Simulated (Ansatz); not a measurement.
2H MoS2, treated with r²SCAN in Ansatz (PAW).

Question: Estimate the interlayer binding energy, layer repeat distance and gap between the layers that the calculation returns.

Answer: 
- interlayer binding energy: 4.7 meV/Å²
- layer repeat distance: 6.493 Å
- gap between the layers: 3.388 Å

Measured, for comparison: interlayer binding energy 34.3 ± 8 meV/Å² (temperature not stated, no zero-point or thermal correction, bulk; as tabulated in Ning et al. (2022), arXiv:2204.11717). Computed (rounded) less measured: interlayer binding energy -86 %.

Note: the cell comes from a level without a dispersion term, which matters for the spacing of layers, chains or molecules; the cell has widely spaced layers and the level no dispersion term, so their spacing and the moduli can rest on weak binding.

Static lattice: no zero-point or thermal effects.

The result took very roughly 4 core-minutes.

Ansatz is an electronic-structure program.
